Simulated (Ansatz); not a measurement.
Z-matrix (Å, degrees):
```
C
C 1 1.494
H 1 1.093 2 109.7
H 1 1.093 2 109.7 3 -117.1
H 1 1.088 2 109.9 3 121.4
O 2 1.201 1 125.0 3 -121.5
C 2 1.534 1 116.3 3 58.4
F 7 1.355 2 109.4 1 -59.7
F 7 1.355 2 109.5 1 58.1
H 7 1.093 2 111.3 1 179.3
```

Charge 0, multiplicity 1.

(1) List the PBE0/def2-TZVPP orbital energies in eV (Ansatz 0.2.0). (Estimate.)

Answers

(1) Computed: Occupied: -674.86, -674.86, -523.21, -282.92, -281.32, -278.73, -35.68, -34.06, -30.16, -22.01, -20.46, -17.01, -16.05, -16.01, -14.52, -13.31, -13.11, -12.63, -12.39, -12.00, -11.75, -10.90, -10.72, -7.96. Lowest empty: -1.33, 1.40, 2.20, 2.60, 2.83, 3.35, 3.88, 4.29.
